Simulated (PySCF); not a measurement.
Z-matrix (Å, degrees):
```
F
```
Charge 0, spin multiplicity 2.

Q: What is the computed dipole moment, highest occupied spin orbital and total energy (TPSSh-D3(BJ)/def2-TZVP (PySCF 2.14.0))?

A: 
```yaml
dipole_moment: 0.00 D
highest_occupied_spin_orbital: -11.25 eV
total_energy: -99.7660 Ha
```
